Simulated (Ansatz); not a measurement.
## [GeH$_{3}$···H···GeH$_{3}$], doublet: transfer scan

Starting geometry:

```tsv
atom	x (Å)	y (Å)	z (Å)
Ge	-1.7174	0.0000	0.0000
H	-2.2289	1.4466	0.0000
H	-2.2289	-0.7233	1.2528
H	-2.2289	-0.7233	-1.2528
H	-0.1831	0.0000	0.0000
Ge	1.7216	0.0000	0.0000
H	2.1902	-1.4659	0.0000
H	2.1902	0.7330	-1.2695
H	2.1902	0.7330	1.2695
```

From there atom H5 is moved from one fragment to the other while all else, the fragments' distance too, stays fixed; atoms are numbered as listed. Energies are in eV, counted from the starting geometry at the same level.

Basis cc-pVDZ; Ansatz 0.2.0. Correlated methods freeze the noble-gas cores and the filled d shells of p-block atoms. R marks a restricted (for open shells ROHF) determinant, U an unrestricted one. No spin–orbit coupling is included, and no scalar relativity.

For open shells CISD is restricted-active-space CI with the open shells as a complete middle space.

Full CI isn't at hand for all of this; UCCSDT(Q) serves as the reference, and is uncertain by the last step of the cluster series or more. The frozen core follows each run's orbitals, which can shift R against U totals by a few meV for light atoms and by up to 0.1 eV past Ca.

| distance Ge1-H5 (Å) | UCCSDT(Q) | error RHF | error UHF | error RMP2 | error CISD | error RCCSD | error RCCSDT(Q) |
| --- | --- | --- | --- | --- | --- | --- | --- |
| 1.534 | 0.000 | 0.000 | 0.000 | 0.000 | 0.000 | 0.000 | 0.000 |
| 1.588 | -0.024 | 0.038 | 0.024 | -0.001 | 0.011 | 0.004 | 0.000 |
| 1.695 | -0.031 | 0.089 | 0.051 | -0.006 | 0.024 | 0.009 | 0.000 |
| 1.802 | -0.029 | 0.068 | 0.041 | -0.003 | 0.019 | 0.007 | 0.000 |
| 1.909 | 0.007 | -0.003 | -0.001 | 0.000 | -0.001 | 0.000 | 0.000 |

Errors are those of relative energies. In total energy the starting point itself misses UCCSDT(Q) by: RHF 7.613, UHF 7.518, RMP2 1.672, CISD 0.949, RCCSD 0.195, RCCSDT(Q) 0.004 eV.

Spread of the error over the points with a reference, to 1.909 Å (largest less smallest): RCCSDT(Q) 0.000, RMP2 0.006, RCCSD 0.009, CISD 0.025, UHF 0.053, RHF 0.092 eV.
